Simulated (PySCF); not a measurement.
Gas-phase thermal properties of Si2H5

Computed with PySCF (xtb for GFN2) and rigid-rotor harmonic-oscillator thermochemistry at 1 bar. 6-31G* has spherical d functions here. Open shells (unrestricted): Si2H5 (multiplicity 2). GFN2 has no spin-polarisation term. B3LYP is the form with VWN-RPA correlation. Si2H5: computed as isolated molecules; such fragments, hydroxides, amides, oligomers or adducts are transient or little studied in the gas. The harmonic model lacks anharmonicity and excited electronic states, which grow with temperature; levels with a mode under 35 cm⁻¹ are left out. Internal rotation in Si2H5 is treated as a harmonic vibration of one conformer, which makes the entropy rough.

```tsv
level	point group	σ	ZPE (kJ/mol)	S°298 (J/mol/K)	Cp298 (J/mol/K)	S°1000 (J/mol/K)	H1000 − H298 (kJ/mol)
B3LYP/6-31G*	Cs	1	104.4	292.0	75.7	415.8	75.6
GFN2-xTB	Cs	1	99.1	296.6	81.0	424.9	77.8
HF/6-31G*	Cs	1	112.0	288.4	71.6	407.8	73.1
PBE/def2-SVP	Cs	1	99.9	294.3	78.2	420.9	77.0
PBE0/def2-TZVP	Cs	1	103.3	292.2	76.5	416.9	76.0
```
σ: rotational symmetry number. Electronic degeneracy used: 2. Frequencies are unscaled.
